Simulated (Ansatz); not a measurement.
Stepwise reaction of `[AlH2][Cl]` with hydrogen chloride, as a gas-phase model of exchange steps in deposition or etching. ΔE in kJ/mol; ΔG adds harmonic PBE0-D4 terms to CCSD(T)/CBS, at 1 bar.

Isolated molecules relaxed with PBE0-D4/def2-TZVP in Ansatz; ΔE leaves out vibrations. CCSD(T)/CBS is the MP2 limit (def2-TZVPP, def2-QZVPP) plus CCSD(T) − MP2 in def2-TZVPP, frozen cores. This one scheme is used for every species. DFT in def2-TZVPP. B3LYP here is the variant with VWN-RPA as its local correlation; programs differ in this.

```csv
step,reaction,PBE-D4,B3LYP-D4,ωB97M-V,CCSD(T)/CBS,ΔG(400 K)
1,`[AlH2][Cl]` + HCl → `[Cl][AlH][Cl]` + H₂,-143.2,-144.3,-145.0,-146.8,-140.1
```

Problem. Give the row of step 2, `[Cl][AlH][Cl]` + HCl → `[Cl][Al]([Cl])[Cl]` + H₂. (An estimate is asked.)

Solution. The calculation gave: 
| step | reaction | PBE-D4 | B3LYP-D4 | ωB97M-V | CCSD(T)/CBS | ΔG(400 K) |
| --- | --- | --- | --- | --- | --- | --- |
| 2 | `[Cl][AlH][Cl]` + HCl → `[Cl][Al]([Cl])[Cl]` + H₂ | -130.1 | -132.2 | -131.9 | -134.7 | -124.3 |

Problem. By hand: ΔE of the 2 steps together at CCSD(T)/CBS.

Solution. (-146.8) + (-134.7) = -281.5 kJ/mol, or -140.8 kJ/mol a step.

In ΔE each step is higher than the one before. All are downhill at CCSD(T)/CBS. ΔG lies between -140.1 and -124.3 kJ/mol a step. PBE-D4 differs from CCSD(T)/CBS by 3.6 to 4.6 kJ/mol a step. Isolated molecules leave out the surface, adducts and barriers. Largest T1 diagnostic: 0.008.
